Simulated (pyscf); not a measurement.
One four-centre exchange on the doublet surface with elements of a group swapped. ωB97M-D3(BJ)/def2-TZVP, eV, from the separated reactants. Single points on ωB97X-D3(BJ)/def2-SVP structures (PySCF, gas phase).

| step | barrier | reaction energy | imaginary mode (i cm⁻¹) |
|---|---|---|---|
| AsH₂• + H₂O → HO–AsH• + H₂ | 2.27 | +0.33 | 1746 |
| SbH₂• + H₂O → HO–SbH• + H₂ | ? | ? | 1703 |

Question: Complete the blanks.

Answer: 
- SbH₂• + H₂O → HO–SbH• + H₂, barrier: 1.77
- SbH₂• + H₂O → HO–SbH• + H₂, reaction energy: +0.19

Each row is the saddle that its search found. Elements up to Kr have no core potential and no relativistic terms here. Elements past Kr carry the def2 core potentials, without spin-orbit coupling.
